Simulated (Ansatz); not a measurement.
# SiNH₂ (doublet): wave-function methods side by side, def2-QZVPP

An exercise on one series of results from a longer session: the logs are not shown, and one member is left open.

Computed with Ansatz 0.2.0, Gaussian basis. Level: def2-QZVPP, core rule «outside noble gas», up to 6 orbitals frozen.

The runs, in order: UHF; ROHF; CCSD(T) on UHF.

## The geometry

The geometry is a PBE0/def2-TZVP stationary point (not a proven minimum) of the parent state, kept for this charge and spin.

4 atoms, charge 0, spin multiplicity 2.

Atoms are counted from 1 here; the program's logs count them from 0.

Bond lengths: Si1–N2 1.726 Å, N2–H3 1.004 Å, N2–H4 1.004 Å. Angles: Si1–N2–H3 121.8°, Si1–N2–H4 121.8°, H3–N2–H4 116.4°.

Set-up of the first run:

File in.yaml:

```yaml
crystal:
  periodic: [false, false, false]
  atoms:
    - {symbol: Si, position_ang: [0.000000, 0.000000, 0.651167]}
    - {symbol: N, position_ang: [0.000000, 0.000000, -1.074836]}
    - {symbol: H, position_ang: [0.000000, -0.852806, -1.603987]}
    - {symbol: H, position_ang: [0.000000, 0.852806, -1.603987]}
basis:
  gaussian: {orbitals: "def2-QZVPP.json"}
magnetization: {spin_polarized: true, initial_magnetization: 1}
hamiltonian: {xc: hf}
output: {orbitals: {seedname: orbitals}}
```

On the command line:

```
> ansatz run in.yaml --threads 1 --pin off --events-out ev --progress --plain --max-ram 2393MiB
```

Among the steps run: UHF; ROHF; CCSD(T) on UHF.

One table of the session follows, with a row left open; its other results are not shown here.

It belongs to the step «Misses and costs». 

| method | from UCCSD(T) (kJ/mol) |
| --- | --- |
| ROHF | +934.2 |
| UHF | ? |
| UMP2 | +87.6 |
| UCCSD | +38.8 |
| UCCSD(T) | 0 |

Estimate the missing values for UHF.

As computed: from UCCSD(T) (kJ/mol): +919.5. In the column «from UCCSD(T) (kJ/mol)» it lies between UMP2 (+87.6) and ROHF (+934.2).
